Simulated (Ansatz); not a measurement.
How methods differ on [CF3]+ (SMILES F[C+](F)F)

[CF3]+ has 4 atoms, charge +1, and is taken as a singlet. SMILES: `F[C+](F)F`. The coordinates come from a PBE0-D4/def2-TZVP relaxation.

```
atom    x (Å)    y (Å)    z (Å)
   F   0.6986  -0.1146   1.0054
   C   0.0000   0.0000   0.0000
   F  -0.6095  -0.9734  -0.4394
   F  -0.0890   1.0880  -0.5660
```

Each level gives the energy change with the C2–F3 bond stretched from 1.230 to 2.459 Å (eV). The values are calculated.

| level | kind | program | value (eV) | less FCI/STO-3G | CPU time (all runs) |
| --- | --- | --- | --- | --- | --- |
| HF/STO-3G (restricted) | Hartree–Fock | Ansatz | 7.82 | +3.85 | 0.2 s |
| revPBE/STO-3G (restricted) | GGA | Ansatz | 5.24 | +1.27 | 2 s |
| PBE0/STO-3G (restricted) | global hybrid | Ansatz | 6.32 | +2.35 | 1.9 s |
| wB97M-V/STO-3G (restricted) | range-separated hybrid | Ansatz | 6.53 | +2.56 | 31 s |
| B2PLYP/STO-3G (restricted) | double hybrid | Ansatz | 5.72 | +1.75 | 2.7 s |
| MP2/STO-3G (restricted) | perturbation theory | Ansatz | 5.95 | +1.98 | 0.38 s |
| BCCD(T)/STO-3G (restricted) | coupled cluster or CI | Ansatz | 3.89 | -0.08 | 0.48 s |
| CCSDT/STO-3G (restricted) | coupled cluster or CI | Ansatz | 4.02 | +0.05 | 1.1 s |
| FCI/STO-3G | exact in the basis | Ansatz | 3.97 | 0.00 | 37 s |

FCI/STO-3G is exact within its basis and frozen core, so for wave-function methods in that basis the difference is their error; functionals converge differently with the basis, so for them it is only a difference. A spin-restricted reference rises too steeply as a bond breaks; here HF/STO-3G, revPBE/STO-3G, PBE0/STO-3G, wB97M-V/STO-3G, B2PLYP/STO-3G, MP2/STO-3G lie well above the multireference or unrestricted value. The first shape isn't each level's own minimum. The values span 3.89 to 7.82 eV. All rows use very small basis sets, so none should be taken for the real molecule's value. In so small a basis fixed costs decide the times, and correlated methods can beat functionals. CPU times are rough (shared hosts, several kinds of processor and program).
